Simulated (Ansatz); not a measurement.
2H MoTe₂, treated with r²SCAN+rVV10 (Ansatz, a quantum-chemistry and plane-wave program, PAW).

Settings: plane-wave cutoff 500 eV, 12×12×4 k mesh (along the axes of the cell as run), Fermi–Dirac smearing 0.05 eV, no spin polarisation, scalar-relativistic PAW data made under PBE.

Computed at the level's own relaxed cell.

Estimate the volume per atom, equilibrium lattice constant a, c axis length and band gap that the calculation returns.


* **volume per atom**: 25.69 Å³/atom
* **equilibrium lattice constant a**: 3.542 Å
* **c axis length**: 14.183 Å
* **band gap**: 0.92 eV (on the SCF k mesh)

Measured, for comparison: band gap 1.06 ± 0.01 eV (4 K, zero-point motion not removed, indirect, absorption from ellipsometry, single crystal; as tabulated in Gulo et al. (2023), doi:10.1103/physrevmaterials.7.044001); lattice constant a 3.518 Å, lattice parameter c 13.974 Å (300 K, not corrected to a static lattice; as tabulated in arXiv:1605.07067). Computed (rounded) less measured: lattice constant a +0.7 %, lattice parameter c +1.5 %.

Spin–orbit coupling is not included; with these elements it can move the gap by several tenths of an eV or more.

Computed values are for the static lattice.
